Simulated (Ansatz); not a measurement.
Trisilane, H₈Si₃, 11 atoms. Charge 0, multiplicity 1. All runs use 4 threads of an Intel Xeon 6975P-C on a shared host. Correlated methods freeze the cores. Open-shell runs search over several starts.

(1) Give the basis size and wall time and peak host memory of each of these runs in Ansatz. RKS B2PLYP (frozen core)/def2-TZVPP energy; UKS PBE-D4/def2-TZVPP energy of the cation; RKS PBE0-D4/def2-TZVP frequencies; RKS PBE0-D4/def2-TZVP relaxation (6 steps); UHF-MP2/def2-QZVPP energy of the cation; RHF-CCSD(T)/def2-SVP energy; UKS B2PLYP (frozen core)/def2-TZVPP energy of the cation; RKS HSE06 (plane-wave form)-D4/def2-TZVPP energy; direct RPA on PBE orbitals/def2-TZVPP energy; RHF-CCSD(T)/def2-TZVPP energy; UKS r2SCAN-D4/def2-TZVPP energy of the cation; RKS PBE0-D4/def2-QZVPP energy. (An estimate is asked.)

Answers

(1) The calculation gave: Other jobs shared the machine, so times are rough.

```json
{"level": "RHF-CCSD(T)/def2-SVP", "job": "energy", "functions": "94", "wall time": "0.9 s", "peak host memory (GiB)": "0.3"}
{"level": "RKS HSE06 (plane-wave form)-D4/def2-TZVPP", "job": "energy", "functions": "238", "wall time": "1.6 s", "peak host memory (GiB)": "0.59"}
{"level": "direct RPA on PBE orbitals/def2-TZVPP", "job": "energy", "functions": "238", "wall time": "1.9 s", "peak host memory (GiB)": "0.49"}
{"level": "RKS B2PLYP (frozen core)/def2-TZVPP", "job": "energy", "functions": "238", "wall time": "2.1 s", "peak host memory (GiB)": "0.55"}
{"level": "RKS PBE0-D4/def2-QZVPP", "job": "energy", "functions": "450", "wall time": "3.7 s", "peak host memory (GiB)": "1.6"}
{"level": "UKS PBE-D4/def2-TZVPP", "job": "energy of the cation", "functions": "238", "wall time": "4.7 s", "peak host memory (GiB)": "0.72"}
{"level": "UKS B2PLYP (frozen core)/def2-TZVPP", "job": "energy of the cation", "functions": "238", "wall time": "4.9 s", "peak host memory (GiB)": "0.69"}
{"level": "UKS r2SCAN-D4/def2-TZVPP", "job": "energy of the cation", "functions": "238", "wall time": "6.5 s", "peak host memory (GiB)": "0.53"}
{"level": "RKS PBE0-D4/def2-TZVP", "job": "relaxation (6 steps)", "functions": "159", "wall time": "7.5 s", "peak host memory (GiB)": "0.38"}
{"level": "RHF-CCSD(T)/def2-TZVPP", "job": "energy", "functions": "238", "wall time": "15 s", "peak host memory (GiB)": "4.2"}
{"level": "UHF-MP2/def2-QZVPP", "job": "energy of the cation", "functions": "450", "wall time": "19 s", "peak host memory (GiB)": "2.5"}
{"level": "RKS PBE0-D4/def2-TZVP", "job": "frequencies", "functions": "159", "wall time": "52 s", "peak host memory (GiB)": "0.4"}
```
